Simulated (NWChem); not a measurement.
Program: NWChem. System: H₂O, charge 0, spin multiplicity 3, at the geometry of a parent with another charge or spin, in a state set for the comparison that need not be this species' ground state. Its SCF solution wasn't tested for a lower state. Level: ROCR-CCSD(T)/def2-TZVP, 1 core orbitals frozen.

NWChem printed:

```
             Northwest Computational Chemistry Package (NWChem) 7.3.0
             --------------------------------------------------------

                                NWChem Input Module
                                -------------------

 Scaling coordinates for geometry "geometry" by  1.889725989
 (inverse scale =  0.529177249)

 Turning off AUTOSYM since
 SYMMETRY directive was detected!

                             Geometry "geometry" -> ""
                             -------------------------

 Output coordinates in angstroms (scale by  1.889725989 to convert to a.u.)

  No.       Tag          Charge          X              Y              Z
 ---- ---------------- ---------- -------------- -------------- --------------
    1 O                    8.0000     0.00000000     0.00000000     0.12262300
    2 H                    1.0000     0.75768800     0.00000000    -0.49049300
    3 H                    1.0000    -0.75768800     0.00000000    -0.49049300

 Effective nuclear repulsion energy (a.u.)       9.0359850017

            Nuclear Dipole moment (a.u.)
            ----------------------------
        X                 Y               Z
 ---------------- ---------------- ----------------
     0.0000000000     0.0000000000    -0.0000037795

      Symmetry information
      --------------------

 Group name             C2v
 Group number             16
 Group order               4
 No. of unique centers     2

      Symmetry unique atoms

     1    2


 Summary of "ao basis" -> "" (spherical)
 ------------------------------------------------------------------------------
       Tag                 Description            Shells   Functions and Types
 ---------------- ------------------------------  ------  ---------------------
 *                         def2-tzvp                  on all atoms

 Summary of "ao basis" -> "ao basis" (spherical)
 ------------------------------------------------------------------------------
       Tag                 Description            Shells   Functions and Types
 ---------------- ------------------------------  ------  ---------------------
 O                         def2-tzvp                11       31   5s3p2d1f
 H                         def2-tzvp                 4        6   3s1p

                                 NWChem SCF Module
                                 -----------------

  ao basis        = "ao basis"
  functions       =    43
  atoms           =     3
  closed shells   =     4
  open shells     =     2
  charge          =   0.00
  wavefunction    = ROHF
  use symmetry    = T
  symmetry adapt  = T

 Summary of "ao basis" -> "ao basis" (spherical)
 ------------------------------------------------------------------------------
       Tag                 Description            Shells   Functions and Types
 ---------------- ------------------------------  ------  ---------------------
 O                         def2-tzvp                11       31   5s3p2d1f
 H                         def2-tzvp                 4        6   3s1p

      Symmetry analysis of basis
      --------------------------

        a1         19
        a2          4
        b1         12
        b2          8

 Forming initial guess at       0.2s

 Swapping ROHF orbitals     4    5

      Symmetry analysis of molecular orbitals - initial
      -------------------------------------------------

  Numbering of irreducible representations:

     1 a1          2 a2          3 b1          4 b2

  Orbital symmetries:

     1 a1          2 a1          3 b1          4 a1          5 b2
     6 a1          7 b1          8 b1          9 b2         10 a1
    11 a1         12 b1         13 a1         14 a1         15 a2
    16 b2

 Starting SCF solution at       0.3s

 ----------------------------------------------
         Quadratically convergent ROHF

 Convergence threshold     :          1.000E-07
 Maximum no. of iterations :          100
 Final Fock-matrix accuracy:          1.000E-09
 ----------------------------------------------

              iter       energy          gnorm     gmax       time
             ----- ------------------- --------- --------- --------
                 1      -75.8124429771  6.11D-01  2.39D-01      0.5
[...]
              MO Center= -1.6D-16, -1.5D-16, -7.2D-01, r^2= 3.1D+00
   Bfn.  Coefficient  Atom+Function         Bfn.  Coefficient  Atom+Function
  ----- ------------  ---------------      ----- ------------  ---------------
     5      0.953747  1 O  s                 34     -0.844409  2 H  s
    40     -0.844409  3 H  s                 14     -0.246754  1 O  pz
     3      0.186885  1 O  s                  8     -0.150771  1 O  pz

 Vector    7  Occ=0.000000D+00  E= 1.565594D-01  Symmetry=b1
              MO Center= -5.5D-16,  1.6D-31, -7.4D-01, r^2= 4.2D+00
   Bfn.  Coefficient  Atom+Function         Bfn.  Coefficient  Atom+Function
  ----- ------------  ---------------      ----- ------------  ---------------
    34      1.675641  2 H  s                 40     -1.675641  3 H  s
    12     -0.604056  1 O  px                 6     -0.210538  1 O  px

 Vector    8  Occ=0.000000D+00  E= 4.483715D-01  Symmetry=b1
              MO Center= -6.8D-17, -4.7D-32,  1.7D-01, r^2= 2.4D+00
   Bfn.  Coefficient  Atom+Function         Bfn.  Coefficient  Atom+Function
  ----- ------------  ---------------      ----- ------------  ---------------
    33     -1.456049  2 H  s                 39      1.456049  3 H  s
    12      1.368420  1 O  px                34      0.349282  2 H  s
    40     -0.349282  3 H  s                  9      0.283318  1 O  px

 Vector    9  Occ=0.000000D+00  E= 4.830755D-01  Symmetry=a1
              MO Center= -1.2D-16, -1.2D-17,  6.3D-01, r^2= 2.2D+00
   Bfn.  Coefficient  Atom+Function         Bfn.  Coefficient  Atom+Function
  ----- ------------  ---------------      ----- ------------  ---------------
    14      1.550403  1 O  pz                 4     -0.741267  1 O  s
    33      0.711023  2 H  s                 39      0.711023  3 H  s
    11     -0.448697  1 O  pz                 8     -0.195630  1 O  pz

 center of mass
 --------------
 x =   0.00000000 y =   0.00000000 z =   0.10205689

 moments of inertia (a.u.)
 ------------------
           2.402993953979           0.000000000000           0.000000000000
           0.000000000000           6.535310789581           0.000000000000
           0.000000000000           0.000000000000           4.132316835602

  Mulliken analysis of the total density
  --------------------------------------

    Atom       Charge   Shell Charges
 -----------   ------   -------------------------------------------------------
    1 O    8     7.68   0.80  1.18  0.63  1.02 -0.10  1.77  1.86  0.50  0.00  0.02  0.00
    2 H    1     1.16   0.22  0.29  0.60  0.04
    3 H    1     1.16   0.22  0.29  0.60  0.04

 Mulliken analysis of the open-shell density
 -------------------------------------------

    Atom       Charge   Shell Charges
 -----------   ------   -------------------------------------------------------
    1 O    8     0.72   0.00 -0.00  0.04  0.01 -0.30  0.47  0.44  0.07  0.00  0.00  0.00
    2 H    1     0.64   0.01  0.05  0.57  0.01
    3 H    1     0.64   0.01  0.05  0.57  0.01

       Multipole analysis of the density wrt the origin
       ------------------------------------------------

     L   x y z        total         open         nuclear
     -   - - -        -----         ----         -------
     0   0 0 0     -0.000000     -2.000000     10.000000

     1   1 0 0      0.000000     -0.000000      0.000000
     1   0 1 0     -0.000000      0.000000      0.000000
     1   0 0 1      0.324608      1.170462     -0.000004

     2   2 0 0     -7.455140     -6.078739      4.100233
     2   1 1 0      0.000000      0.000000      0.000000
     2   1 0 1     -0.000000      0.000000      0.000000
     2   0 2 0     -6.363761     -3.793053      0.000000
     2   0 1 1     -0.000000      0.000000      0.000000
     2   0 0 2     -7.915413     -5.052484      2.147845

                   NWChem Extensible Many-Electron Theory Module
                   ---------------------------------------------


            General Information
            -------------------
      Number of processors :     1
         Wavefunction type : Restricted open-shell Hartree-Fock
          No. of electrons :    10
           Alpha electrons :     6
            Beta electrons :     4
           No. of orbitals :    86
            Alpha orbitals :    43
             Beta orbitals :    43
        Alpha frozen cores :     1
         Beta frozen cores :     1
     Alpha frozen virtuals :     0
      Beta frozen virtuals :     0
         Spin multiplicity : triplet
    Number of AO functions :    43
       Number of AO shells :    19
        Use of symmetry is : on
      Symmetry adaption is : on
         Schwarz screening : 0.10D-09

          Correlation Information
          -----------------------
          Calculation type : Coupled-cluster singles & doubles w/ perturbation
   Perturbative correction : Completely renormalized (T)
            Max iterations :      100
        Residual threshold : 0.10D-05
     T(0) DIIS level shift : 0.00D+00
     L(0) DIIS level shift : 0.00D+00
     T(1) DIIS level shift : 0.00D+00
     L(1) DIIS level shift : 0.00D+00
     T(R) DIIS level shift : 0.00D+00
     T(I) DIIS level shift : 0.00D+00
   CC-T/L Amplitude update :  5-th order DIIS
                I/O scheme : Global Array Library
        L-threshold :  0.10D-05
        EOM-threshold :  0.10D-05
 no EOMCCSD initial starts read in
 TCE RESTART OPTIONS
 SLICE:      F
 D4D5:       F
 quantumc:   F
 qrotation:  F
 pwtce:      F
 qducc:      F
 nacto:                         0
 nrotv:                         0
 nrot:                          0

            Memory Information
            ------------------
          Available GA space size is     249033102 doubles
          Available MA space size is     104854196 doubles

 Maximum block size supplied by input
 Maximum block size        24 doubles

 tile_dim =     15

 -------------------------------------------------

 Global array virtual files algorithm will be used

 Parallel file system coherency ......... OK

 4-electron integrals stored in orbital form

 v2    file size   =           240607
 4-index algorithm nr.  13 is used
 imaxsize =       30
 imaxsize ichop =        0


CCSD iterations
 ---------------------------------------------------------
 Iter          Residuum       Correlation     Cpu    Wall
 ---------------------------------------------------------
    1   0.1205620632012  -0.2193839435395     0.4     0.4
    2   0.0254946359143  -0.2239053246058     0.4     0.4
    3   0.0085071529753  -0.2268119426459     0.4     0.4
    4   0.0032441820870  -0.2272234000399     0.4     0.4
    5   0.0013158865409  -0.2274381537536     0.4     0.4
    6   0.0003712447927  -0.2275191772218     0.4     0.4
    7   0.0001394702656  -0.2275359035065     0.4     0.4
    8   0.0000635893439  -0.2275368291320     0.4     0.4
    9   0.0000327484144  -0.2275372500234     0.4     0.4
   10   0.0000163823322  -0.2275378592772     0.4     0.4
   11   0.0000026994633  -0.2275382927629     0.4     0.4
   12   0.0000008791484  -0.2275382687696     0.4     0.4
 -----------------------------------------------------------------
 Iterations converged
 CCSD correlation energy / hartree =        -0.227538268769562
 CCSD total energy / hartree       =       -76.049592452433643

 Singles contributions

 Doubles contributions
 CR-CCSD(T)

 CR-CCSD[T]  correction energy / hartree =        -0.005196240577742
 CR-CCSD[T] correlation energy / hartree =        -0.232734509347304
 CR-CCSD[T] total energy / hartree       =       -76.054788693011389
 CR-CCSD(T)  correction energy / hartree =        -0.005138736285795
 CR-CCSD(T) correlation energy / hartree =        -0.232677005055358
 CR-CCSD(T) total energy / hartree       =       -76.054731188719444

 Task  times  cpu:       10.7s     wall:       10.7s

 Total times  cpu:       10.8s     wall:       10.8s
```

Problem. Write an NWChem input that would produce this output.

Solution. One answer among several that fit: 
```
start mol
memory heap 100 mb stack 700 mb global 1900 mb
geometry units angstroms nocenter noautoz
  O      0.000000     0.000000     0.122623
  H      0.757688     0.000000    -0.490493
  H     -0.757688     0.000000    -0.490493
  symmetry group C2v
end
basis spherical
  * library def2-tzvp
end
scf
  rohf
  nopen 2
  maxiter 100
  thresh 1e-7
  semidirect memsize 60000000 filesize 0
  # guess.movecs holds the orbitals of an unrestricted PBE0 run
  vectors input guess.movecs swap 4 5 output mol.movecs
end
tce
  freeze core 1
  cr-ccsd(t)
  2eorb
  2emet 13
  thresh 1e-6
  maxiter 100
  tilesize 24
end
task tce energy
```
